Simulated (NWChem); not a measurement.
System: pyridine (C5H5N); SMILES n1ccccc1

Here is an NWChem input.

```
start job
memory heap 200 mb stack 700 mb global 900 mb
geometry units angstroms noautosym nocenter noautoz
  C     -0.004431     1.379291     0.000000
  C     -1.199189     0.663427     0.000000
  C     -1.136341    -0.730605     0.000000
  N      0.004590    -1.415049     0.000000
  C      1.141078    -0.723251     0.000000
  C      1.194928     0.671157     0.000000
  H     -0.007960     2.472484     0.000000
  H     -2.165593     1.172680     0.000000
  H     -2.059843    -1.322059     0.000000
  H      2.068381    -1.308731     0.000000
  H      2.158028     1.186633     0.000000
end
basis spherical
  C library def2-svp
  N library def2-svp
  H library def2-svp
end
dft
  xc b3lyp
  iterations 150
end
cosmo
  do_cosmo_smd true
  solvent anisole
end
task dft energy
```

Output (shortened):

```
             Northwest Computational Chemistry Package (NWChem) 7.3.0
             --------------------------------------------------------

                             Geometry "geometry" -> ""
                             -------------------------

 Output coordinates in angstroms (scale by  1.889725989 to convert to a.u.)

  No.       Tag          Charge          X              Y              Z
 ---- ---------------- ---------- -------------- -------------- --------------
    1 C                    6.0000    -0.00443100     1.37929100     0.00000000
    2 C                    6.0000    -1.19918900     0.66342700     0.00000000
    3 C                    6.0000    -1.13634100    -0.73060500     0.00000000
    4 N                    7.0000     0.00459000    -1.41504900     0.00000000
    5 C                    6.0000     1.14107800    -0.72325100     0.00000000
    6 C                    6.0000     1.19492800     0.67115700     0.00000000
    7 H                    1.0000    -0.00796000     2.47248400     0.00000000
    8 H                    1.0000    -2.16559300     1.17268000     0.00000000
    9 H                    1.0000    -2.05984300    -1.32205900     0.00000000
   10 H                    1.0000     2.06838100    -1.30873100     0.00000000
   11 H                    1.0000     2.15802800     1.18663300     0.00000000

 Effective nuclear repulsion energy (a.u.)     206.1801095147

                                 NWChem DFT Module
                                 -----------------

 Summary of "ao basis" -> "ao basis" (spherical)
 ------------------------------------------------------------------------------
       Tag                 Description            Shells   Functions and Types
 ---------------- ------------------------------  ------  ---------------------
 C                          def2-svp                 6       14   3s2p1d
 N                          def2-svp                 6       14   3s2p1d
 H                          def2-svp                 3        5   2s1p

 in cosmo_initialize ...
 calling solv_data for solv:anisole

 solvent parameters
 solvname_short: anisole
 solvname_long:  anisole
 dielec:        4.2247
 dielecinf:     2.3025
 nonaqueous SMD model solvent descriptors
 dielec:        4.2247
 sola:          0.0000
 solb:          0.2900
 solc:          0.7500
 solg:         50.5200
 solh:          0.0000
 soln:          1.5174

          ---------------
          -cosmo- solvent
          ---------------
 Cosmo: York-Karplus, doi: 10.1021/jp992097l
 dielectric constant -eps-     =   4.22
 screen = (eps-1)/(eps    )    =   0.76330
 surface charge correction     = lagrangian

   van der Waals surface
 --------------------------

[...]

                                COSMO-SMD solvation results
                                ---------------------------

             internal energy in gas <Psi(g)|H|Psi(g)> =      -248.105190136825
         internal energy in solvent <Psi(s)|H|Psi(s)> =      -248.104364953866
                               delta internal energy  =         0.000825182959 (    0.52 kcal/mol)
   total free energy in solvent <Psi(s)|H+V/2|Psi(s)> =      -248.110807348757
 polarization energy contribution <Psi(s)|V/2|Psi(s)> =        -0.006442394891 (   -4.04 kcal/mol)
    total free energy in solvent including G(SMD-CDS) =      -248.113143983577
                       G(SMD-CDS) energy contribution =        -0.002336634820 (   -1.47 kcal/mol)
     1 M fixed-concentration free energy of solvation =        -0.007953846752 (   -4.99 kcal/mol)

                       DFT Final Molecular Orbital Analysis
                       ------------------------------------

 Vector   19  Occ=2.000000D+00  E=-2.974897D-01
              MO Center= -8.4D-04,  2.7D-01,  4.2D-09, r^2= 2.8D+00
   Bfn.  Coefficient  Atom+Function         Bfn.  Coefficient  Atom+Function
  ----- ------------  ---------------      ----- ------------  ---------------
     6      0.365826   1 C  pz               48      0.330268   4 N  pz
     9      0.232571   1 C  pz               51     -0.233131   4 N  pz
    20      0.219224   2 C  pz               76      0.219222   6 C  pz
    23      0.148912   2 C  pz               79      0.148913   6 C  pz
    34     -0.109895   3 C  pz               62     -0.109895   5 C  pz

 Vector   20  Occ=2.000000D+00  E=-2.714900D-01
              MO Center=  1.3D-04, -3.3D-02,  5.5D-09, r^2= 2.9D+00
   Bfn.  Coefficient  Atom+Function         Bfn.  Coefficient  Atom+Function
  ----- ------------  ---------------      ----- ------------  ---------------
    34      0.309865   3 C  pz               62     -0.309865   5 C  pz
    20      0.300461   2 C  pz               76     -0.300461   6 C  pz
    23      0.209684   2 C  pz               79     -0.209684   6 C  pz
    37      0.206839   3 C  pz               65     -0.206841   5 C  pz

 Vector   21  Occ=2.000000D+00  E=-2.621437D-01
              MO Center=  4.0D-03, -1.2D+00, -5.9D-10, r^2= 2.2D+00
   Bfn.  Coefficient  Atom+Function         Bfn.  Coefficient  Atom+Function
  ----- ------------  ---------------      ----- ------------  ---------------
    47      0.493590   4 N  py               50     -0.381053   4 N  py
    44      0.197443   4 N  s                45      0.187082   4 N  s
    19     -0.180300   2 C  py               75     -0.180329   6 C  py
    33      0.174850   3 C  py               61      0.175270   5 C  py
     3      0.135852   1 C  s                95     -0.134310   9 H  s

 Vector   22  Occ=0.000000D+00  E=-3.251741D-02
              MO Center= -2.5D-04,  8.4D-02,  6.1D-10, r^2= 3.2D+00
   Bfn.  Coefficient  Atom+Function         Bfn.  Coefficient  Atom+Function
  ----- ------------  ---------------      ----- ------------  ---------------
     9      0.519803   1 C  pz               51      0.409506   4 N  pz
     6      0.387047   1 C  pz               48     -0.362256   4 N  pz
    23     -0.248408   2 C  pz               79     -0.248396   6 C  pz
    37     -0.218766   3 C  pz               65     -0.218776   5 C  pz
    34     -0.212283   3 C  pz               62     -0.212288   5 C  pz

 Vector   23  Occ=0.000000D+00  E=-2.127700D-02
              MO Center=  9.4D-05, -2.1D-02, -3.6D-10, r^2= 3.4D+00
   Bfn.  Coefficient  Atom+Function         Bfn.  Coefficient  Atom+Function
  ----- ------------  ---------------      ----- ------------  ---------------
    23      0.437796   2 C  pz               79     -0.437805   6 C  pz
    37     -0.433257   3 C  pz               65      0.433255   5 C  pz
    34     -0.333982   3 C  pz               62      0.333977   5 C  pz
    20      0.322196   2 C  pz               76     -0.322200   6 C  pz
    13      0.031413   1 C  d  1             55     -0.026483   4 N  d  1

 Vector   24  Occ=0.000000D+00  E= 6.749780D-02
              MO Center= -3.8D-03,  1.2D+00,  2.2D-10, r^2= 8.4D+00
   Bfn.  Coefficient  Atom+Function         Bfn.  Coefficient  Atom+Function
  ----- ------------  ---------------      ----- ------------  ---------------
    86      1.066886   7 H  s                91      0.908224   8 H  s
   106      0.908154  11 H  s                 3     -0.673987   1 C  s
    17     -0.634422   2 C  s                73     -0.634356   6 C  s
    96      0.632278   9 H  s               101      0.632278  10 H  s
     8     -0.415791   1 C  py               31     -0.393008   3 C  s

     Multipole analysis of the density
     ---------------------------------

     L   x y z        total         alpha         beta         nuclear
     -   - - -        -----         -----         ----         -------
     0   0 0 0     -0.000000    -21.000000    -21.000000     42.000000

     1   1 0 0     -0.003439     -0.003055     -0.003055      0.002670
     1   0 1 0      1.064216      0.668378      0.668378     -0.272540
     1   0 0 1     -0.000000     -0.000000     -0.000000      0.000000

     2   2 0 0    -21.518223   -101.149502   -101.149502    180.780781
     2   1 1 0      0.017402      0.002012      0.002012      0.013378
     2   1 0 1     -0.000000     -0.000000     -0.000000      0.000000
     2   0 2 0    -26.863222   -101.767341   -101.767341    176.671460
     2   0 1 1     -0.000000     -0.000000     -0.000000      0.000000
     2   0 0 2    -27.680622    -13.840311    -13.840311      0.000000
```

Level: B3LYP/def2-SVP, SMD on the gas-phase geometry. Structure relaxed at the PBE0/def2-SVP level. Solvent: anisole.
